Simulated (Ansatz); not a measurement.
Input file:

```yaml
crystal:
  periodic: [false, false, false]
  atoms:
    - {symbol: P, position_ang: [-0.017448, -0.314586, 1.057946]}
    - {symbol: C, position_ang: [-0.018281, 1.058678, 0.090100]}
    - {symbol: Si, position_ang: [0.029683, -0.181735, -1.216015]}
    - {symbol: H, position_ang: [-0.073094, 2.115781, 0.299281]}
basis:
  gaussian: {orbitals: cc-pVDZ}
magnetization: {spin_polarized: false}
hamiltonian: {xc: {name: B3LYP}}
correlation: {method: ccsd, electrons: outside_noble_gas}
scf: {lower_state_search: off}
```

```sh
$ ansatz run in.yaml --threads 1 --pin off --events-out ev --progress --plain --max-ram 2393MiB
```

Log:

```
these checks for a lower state are left out or cut short: stability, starts, cluster_reference, orbital_swaps, neighbouring_geometries, increment
553 factors; integrals over basis functions are off by at most 1.3e-3 eV
mean field evaluation 1: about -18211.5400 eV, gradient 5.2e1 eV
mean field evaluation 2: about -18211.6587 eV, gradient 5.2e1 eV
mean field evaluation 4: about -18218.1745 eV, gradient 1.1e1 eV
mean field evaluation 8: about -18218.6013 eV, gradient 3.2e-1 eV
mean field evaluation 16: about -18218.6064 eV, gradient 1.1e-4 eV
mean field -18218.60635472 eV, -669.5214345209 hartree, gradient 2.3e-6 eV, S^2 0.000000; 0 other end points of the search recorded, 0 dependent functions left out
11 core orbitals not correlated: weight in the atoms' cores, before any rotation towards them, 1.000 or more for the frozen orbitals, at most 0.000 for the correlated occupied ones
reference -18178.33716583 eV, -668.0415691248 hartree; 7, 7 occupied and 37, 37 virtual orbitals, 553 factors
second order -9.14299808 eV of doubles, -0.25363829 eV of singles
cycle   1  -9.30962806 eV  change    7.7e-2 eV  update   9.6e-2
cycle   2  -9.66075668 eV  change   -3.5e-1 eV  update   3.1e-2
cycle   3  -9.73674093 eV  change   -7.6e-2 eV  update   1.3e-2
cycle   4  -9.73875196 eV  change   -2.0e-3 eV  update   3.7e-3
cycle   5  -9.74019223 eV  change   -1.4e-3 eV  update   1.4e-3
cycle   6  -9.73987182 eV  change    3.2e-4 eV  update   5.5e-4
cycle   7  -9.73983891 eV  change    3.3e-5 eV  update   1.7e-4
cycle   8  -9.73984451 eV  change   -5.6e-6 eV  update   6.6e-5
cycle   9  -9.73982406 eV  change    2.0e-5 eV  update   2.0e-5
cycle  10  -9.73982337 eV  change    6.9e-7 eV  update   7.3e-6
Total energy: -18188.07698920 eV, -668.3995010318 hartree
Checks for a lower state left out: stability, starts, cluster_reference, orbital_swaps, neighbouring_geometries, increment
```

Ran on 1 thread of Intel Xeon, shared host: 6 s wall, 0.17 GiB peak host memory.
